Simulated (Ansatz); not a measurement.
Basis-set extrapolation for CH5NSi (`C1N[SiH2]1`) (PBE0-D4/def2-TZVP geometry, frozen core, Ansatz 0.2.0). Multiplicity 1, RHF reference.

|  | def2-TZVPP | def2-QZVPP |
| --- | --- | --- |
| HF | -384.162361 | -384.176377 |
| MP2 correlation | -0.504968 | -0.539583 |
| CCSD(T) correlation | -0.557665 | not run |

Energies in hartree. Use E(X) = E(∞) + A·exp(−7.88·√X) for Hartree–Fock and E(X) = E(∞) + B·X^(−2.97) for correlation, with X = 3 and 4, and add CCSD(T) minus MP2 of the smaller set to the MP2 limit.

What is the CCSD(T) energy at the basis-set limit?

HF limit: -384.176377 + (-0.014016) × 0.13774 = -384.17831. MP2 limit: -0.539583 + (-0.034615) × 0.74074 = -0.56522. Higher-order term: -0.557665 − (-0.504968) = -0.05270. Total: -384.79623 hartree, 47.8 kcal/mol below CCSD(T)/def2-TZVPP.
